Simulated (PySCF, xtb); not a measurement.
FH, SMILES F.

xtb 6.7.1 with GFN2-xTB at its own geometry gives an orbital gap of 16.51 eV and a dipole moment of 2.53 D.

Geometry: B3LYP-D3(BJ)/def2-TZVPD.

Problem. What does PBE/def2-TZVPD (PySCF) give? (Estimate from the structure and the level; the computed values follow.)

Solution. gap 9.06 eV (levels -9.63 and -0.57 eV), dipole 1.75 D.
